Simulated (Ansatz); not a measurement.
The same path of BClH$_{4}$O (7 atoms, charge 0, multiplicity 1) was run twice with different band settings. Lost on the way: B1–Cl2, O5–H7. Made: Cl2–H7.

Level of theory: RKS BHLYP-D4/def2-SVP (Ansatz 0.2.0).

Relaxed end points:

```xyz
7
Properties=species:S:1:pos:R:3
B 0.017 -0.092 0.131
Cl -0.401 0.540 1.814
H 1.154 0.115 -0.189
H -0.848 0.093 -0.678
O -0.013 -1.731 0.332
H -0.879 -1.984 0.665
H 0.620 -1.970 1.016
```

```xyz
7
Properties=species:S:1:pos:R:3
B -0.094 -0.386 -0.610
Cl 0.731 -0.420 3.202
H 0.609 0.528 -0.294
H -0.541 -0.514 -1.717
O -0.375 -1.299 0.339
H -0.938 -2.016 0.058
H 0.258 -0.923 2.114
```

Common settings: movable images 5; climbing image yes; optimiser quadratic models (default); start path through a guess of the saddle point; force threshold 0.03 eV/Å; iteration limit 60; end points relaxed.

| run | spring |
| --- | --- |
| 1 | 5.0 eV/Å² |
| 2 | 0.5 eV/Å² |

Q: What does each run give, and how far can it be trusted?

A: Run 1: converged after 18 iterations, highest image 0.878 eV above the first end. A vibrational analysis at the climbing image gives one clearly imaginary mode, 1268i cm⁻¹: a first-order saddle point.
Run 2: converged after 15 iterations, highest image 0.878 eV above the first end. Another band between the same ends (5 images) ends at a top of the same energy, where a vibrational analysis finds 1 clearly imaginary mode.
The orbitals stay closed-shell, which can raise the energy where a bond breaks towards radicals; this wasn't checked here.
